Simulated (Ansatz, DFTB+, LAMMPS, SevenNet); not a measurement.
# Ladder of methods for the elastic constant C44 of fcc Ca

Reference value: 16 GPa (measured, temperature not stated, not corrected to a static lattice; as tabulated in Jones et al. (2010), arXiv:1012.0803).

**Question.** What do Morse jacobson2022, GFN1-xTB, SevenNet-l3i5, LDA, PBE, r²SCAN, HSE06 give, and how far is each from the reference?

**Answer.** 
```json
[
 {"level (code)": "Morse jacobson2022 (LAMMPS)", "value (GPa)": "14.4", "cell (Å³/atom)": "42.68", "difference (%)": "-10.0"},
 {"level (code)": "GFN1-xTB (DFTB+)", "value (GPa)": "3.7", "cell (Å³/atom)": "80.69", "difference (%)": "-77"},
 {"level (code)": "SevenNet-l3i5 (SevenNet)", "value (GPa)": "10.8", "cell (Å³/atom)": "42.26", "difference (%)": "-32"},
 {"level (code)": "LDA (Ansatz)", "value (GPa)": "11.7", "cell (Å³/atom)": "38.01", "difference (%)": "-27"},
 {"level (code)": "PBE (Ansatz)", "value (GPa)": "14.6", "cell (Å³/atom)": "42.18", "difference (%)": "-8.8"},
 {"level (code)": "r²SCAN (Ansatz)", "value (GPa)": "17.4", "cell (Å³/atom)": "43.13", "difference (%)": "+8.7"},
 {"level (code)": "HSE06 (Ansatz)", "value (GPa)": "18.9", "cell (Å³/atom)": "43.69", "difference (%)": "+18.1"}
]
```

Leaving aside Morse jacobson2022, which can be fitted to such values or carry a doubt: The reference's temperature isn't stated, so close values are not ranked against it. Off by more than 25 % (a bound picked here): GFN1-xTB (-77 %), SevenNet-l3i5 (-32 %), LDA (-27 %).

The reference has no zero-point or thermal correction, while the calculations are for a static lattice, so the differences are not the levels' errors alone. A static lattice is as a rule stiffer than a warm one, by over a tenth in soft solids.  GFN1-xTB: the relaxed volume lies over a fifth from the starting cell. GFN1-xTB: the method was fitted mainly to molecules. HSE06: hybrids on metals are sensitive to the k mesh. Each level is taken at its own relaxed cell. Cutoffs and k meshes differ between the levels. Ansatz's density-functional and Hartree–Fock values are scalar-relativistic unless marked +SOC, with PAW data made under PBE.

Empirical potentials (Morse jacobson2022) are fitted to chosen data, which need not cover the solid at hand: agreement can be built in, and what lay outside the fit can be far off. Machine-learned potentials (SevenNet-l3i5) are trained on DFT data, which may include these solids.

Differences are worked out from the printed values.

Ansatz is an electronic-structure program.
